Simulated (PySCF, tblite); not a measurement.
# C4H5NS+ (doublet): geometry, infrared bands and EPR parameters

Aim: predict the infrared bands and EPR parameters of C4H5NS+ (doublet) (`C[C@@]1(C#N)C[S+]1`).

The runs use tblite 0.8.0 and PySCF 2.14.0, with density-fitted response routines of our own; the level of theory stands in each step. All values are computed, except where a source is named. Atoms count from 0, in the outputs and in this text.

## 1. Starting geometry

11 atoms, charge 1, multiplicity 2; geometry from: force field or distance geometry start.

Bonds of the start (Å): C0–C1 1.52, C1–C2 1.44, C2–N3 1.18, C1–C4 1.52, C4–S5 1.81, S5–C1 1.82, C0–H6 1.10, C0–H7 1.12, C0–H8 1.11, C4–H9 1.12, C4–H10 1.09.

## 2. Relaxing the molecule with GFN2-xTB

What the job is given:

```
{"job": {"kind": "relax", "xc": "GFN2-xTB", "basis": "xTB"}, "charge": 1, "multiplicity": 2}
C     -1.033400    -0.876600     0.079500
C     -0.023800     0.228300    -0.174000
C     -0.385300     1.596100     0.092900
N     -0.712100     2.720000     0.276600
C      1.448000    -0.057800     0.050800
S      0.937500    -0.095600    -1.685500
H     -0.558900    -1.858100     0.236000
H     -1.774100    -0.949700    -0.758800
H     -1.621700    -0.578900     0.970200
H      2.081800     0.844400     0.271700
H      1.647200    -0.969400     0.614600
```

The run is started by

```console
$ OMP_NUM_THREADS=1 python probes_run.py task.json out
```

This one command runs all jobs of the session in turn.

**Question.** This job is followed by: GFN2-xTB harmonic vibrations, gas phase; UKS B3LYP, pcH-1 on C H N S, non-relativistic, mean-field spin-orbit, GIAO. What will the session give for the following? strongest single infrared mode (GFN2-xTB); zero-point energy (GFN2-xTB); g(iso) (B3LYP); ⟨S²⟩; largest a(iso) (averaged by class); property runs in this session.

**Answer**, as computed:

| quantity | value |
| --- | --- |
| strongest single infrared mode (GFN2-xTB) | 2404 cm⁻¹, 87 km/mol |
| zero-point energy (GFN2-xTB) | 49.3 kcal/mol |
| g(iso) (B3LYP) | 2.02023 |
| ⟨S²⟩ | 0.754 (exact 0.75) |
| largest a(iso) (averaged by class) | 1H on H10, 74.4 MHz |
| property runs in this session | 1, of which 0 failed and 1 gave unsound results |

In words: The optimisation took 58 steps and gained 0.334 eV; among the close pairs (by a distance rule), C2–N3 changed most, from 1.185 to 1.139 Å. All 27 modes are real, so the xTB geometry is a minimum. The strongest single mode, at 2404 cm⁻¹, moves mainly C2 and N3. Unscaled tight-binding wavenumbers are off by several per cent, some by more. Its intensities can rank the bands wrongly. S5 carries the largest spin population, 0.95 e. The isotropic g lies 17.9 ppt above the free-electron value. These values are not to be trusted: the run shows nearly degenerate orbitals, where second-order g theory doesn't apply. The conformer search found further structures of the same energy, which may be mirror or relabelled copies of this one.
